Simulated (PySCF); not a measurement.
Values are calculated unless marked as measured or tabulated.
A vibrational averaging run on (methylthio)acetonitrile, C₃H₅NS, SMILES CSCC#N. A sound run at PBE0/pcSseg-1 gave B0 = 7814, 2549, 2124 MHz, harmonic ZPE 16515 cm⁻¹, lowest mode 83 cm⁻¹ and averaged shieldings 161.85, 507.17, 159.25, 63.45, -46.94, 28.83, 28.82, 28.18, 27.96, 27.87 ppm.

Input of the run in question:

```
{"job": {"xc": "PBE0", "basis": "pcSseg-1", "grid": 2, "temperatures": [100, 500], "delta": 2.5, "kind": "iso"}, "charge": 0, "multiplicity": 1}
C     -1.551070     0.080068     0.143059
S     -0.365372    -1.244128     0.467890
C      1.108088    -0.542079    -0.335268
C      1.565739     0.696735     0.269446
N      1.896380     1.693561     0.745538
H     -1.710560     0.222194    -0.930658
H     -2.494663    -0.232367     0.598930
H     -1.233639     1.019941     0.605814
H      1.894710    -1.299835    -0.250859
H      0.925917    -0.375472    -1.404001
```

Command: OMP_NUM_THREADS=1 python ens_run.py task.json out

Output:

```
parent
  Be/MHz 7834.837 2564.558 2139.328
  B0/MHz 7823.173 2541.474 2121.413
  ZPE/cm-1 16514.8
  <sigma>(0 K)/ppm 160.757 505.886 158.873 63.308 -47.304 28.721 28.695 28.078 27.892 27.811
13C at atom 3
  Be/MHz 7833.068 2534.731 2118.484
  B0/MHz 7821.557 2511.947 2100.768
  ZPE/cm-1 16469.1
  <sigma>(0 K)/ppm 160.759 505.936 158.896 63.345 -47.158 28.721 28.695 28.078 27.893 27.811
```

Task: What is doubtful here, and how much did it matter?

Result: The setting at fault: displacement step far too large, higher-order terms enter. The isotope effects on the shieldings at 0 K read 1, 50, 24, 37, 146, 0, 0, 0, 1, 1 ppb against 2, 48, 25, 33, 134, 0, 0, 0, 1, 1 ppb in the sound run, and B0 − Be of the smallest constant -17.9 against -15.1 MHz.
